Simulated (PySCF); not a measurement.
# Cl2, r²SCAN: how much the basis matters

PySCF, UKS reference; singlet, unpaired electrons none; De to Cl + Cl without counterpoise correction.

```
      basis     relativity  functions  Re (Å)  ωe (cm⁻¹)  De (eV)
      3-21G  no relativity         26   2.228        465     1.74
 6-31G(d,p)  no relativity         36   2.029        525     2.26
cc-pV(D+d)Z  no relativity         46   2.013        535     2.42
  def2-SVPD  no relativity         54   2.046        501     2.26
 def2-TZVPP  no relativity         84   1.996        555     2.57
def2-TZVPPD  no relativity        102   1.994        558     2.58
```

Problem. How does each smaller set differ from the one with most functions, def2-TZVPPD?

Solution. 3-21G: +23.4 pm, -16.7 % in ωe, -0.84 eV in De; 6-31G(d,p): +3.5 pm, -5.9 % in ωe, -0.32 eV in De; cc-pV(D+d)Z: +1.9 pm, -4.1 % in ωe, -0.16 eV in De; def2-SVPD: +5.2 pm, -10.2 % in ωe, -0.32 eV in De; def2-TZVPP: +0.2 pm, -0.5 % in ωe, -0.01 eV in De. All at r²SCAN; the set with most functions is neither the basis-set limit nor always the best.

Measured (Huber and Herzberg, Constants of Diatomic Molecules (1979)): Re = 1.9879 Å, ωe = 559.72 cm⁻¹. 3-21G is very small, so such numbers show the basis as much as the molecule.
